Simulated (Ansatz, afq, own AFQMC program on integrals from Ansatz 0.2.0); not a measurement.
Two steps: Ansatz 0.2.0 writes the Fock matrix and Cholesky factors of the valence space, and afq projects on them the lowest state that overlaps trial and start.

```yaml
crystal:
  periodic: [false, false, false]
  atoms:
    - {symbol: B, position_ang: [0.000000, 0.000000, 0.000000]}
basis:
  gaussian: {orbitals: cc-pVQZ}
magnetization: {spin_polarized: true, initial_magnetization: 3}
correlation: {method: ccsd_t, electrons: outside_noble_gas, hamiltonian_folder: ham}
```

```sh
$ ansatz run in.yaml --threads 1 --pin off --events-out ev --progress --plain --max-ram 1843MiB
```

afq runs on the folder ham with

```
--method phaseless --trial hf --walkers 120 --populations 1 --least-time 40 --time-step 0.005 --steps-per-block 20 --equilibration-blocks 112 --max-blocks 600 --target-error 0.00063 --factor-cut 1e-05 --start spin_pure --seed 9354 --taylor-order 6
```

Times are imaginary, in 1/Eh. The walk had a cap of 1868 s.

Log:

```
orbitals 54  electrons 3 0  factors 335 of 335
reference energy -24.45245664 Eh
CCSD correlation -0.01671124 Eh in 7 cycles, weight of the determinant in the CISD state 0.9885
energy of the start -24.452457 Eh
 block  time / (1/Eh)  mean weight  energy / Eh
     1     0.100  1.0012  -24.455649
     2     0.200  1.0001  -24.457918
     3     0.300  1.0007  -24.460040
     4     0.400  1.0003  -24.460202
     5     0.500  1.0003  -24.461731
     7     0.700  1.0000  -24.463301
     9     0.900  0.9998  -24.464744
    13     1.300  1.0000  -24.467383
    37     3.700  0.9998  -24.469027
    61     6.100  1.0002  -24.469368
    85     8.500  1.0002  -24.466839
   109    10.900  0.9996  -24.468071
   133    13.300  1.0007  -24.469656
   157    15.700  1.0007  -24.467254
   181    18.100  0.9996  -24.467954
   205    20.500  1.0000  -24.468538
   229    22.900  1.0002  -24.464895
   253    25.300  1.0000  -24.466900
   277    27.700  0.9995  -24.468446
   301    30.100  1.0005  -24.465811
   325    32.500  1.0017  -24.465544
   349    34.900  0.9999  -24.472567
   361    36.100  0.9998  -24.475231
   373    37.300  0.9993  -24.470178
   397    39.700  0.9995  -24.465027
   421    42.100  0.9997  -24.466611
   445    44.500  0.9988  -24.469488
   469    46.900  1.0000  -24.468533
   493    49.300  0.9995  -24.470120
   505    50.500  1.0002  -24.468255
blocks merged  error / Eh  count
     1  0.000115  400
     2  0.000153  200
     4  0.000203  100
     8  0.000259  50
    16  0.000311  25
    32  0.000364  12
energy -24.468647 +/- 0.000311 Eh
(rows thinned)
```

The run passed its tests (sampling time, drift between the halves within three errors, error under three times the target), which doesn't prove that it has relaxed.

Against this walk (error 8.5 meV) on the same determinant: CCSD(T) 17.4 meV lower, full CI (a separate run on its own orbitals, whose frozen core shifts it by up to a few meV) 17.2 meV lower. The error is statistical and leaves out the bias of the constraint.

Cautions: constraint bias not in the error; another spin lies lower (by 3.59 eV); full CI with its own frozen core.

The walk took 3 min on 1 thread of Intel Xeon Platinum 8488C, with other jobs on the host. The log's last line is the phaseless energy.

A walk keeps the symmetry of its determinant, which the program's search chose and which needn't be the lowest solution, so a lower state of the same spin and another symmetry isn't excluded.
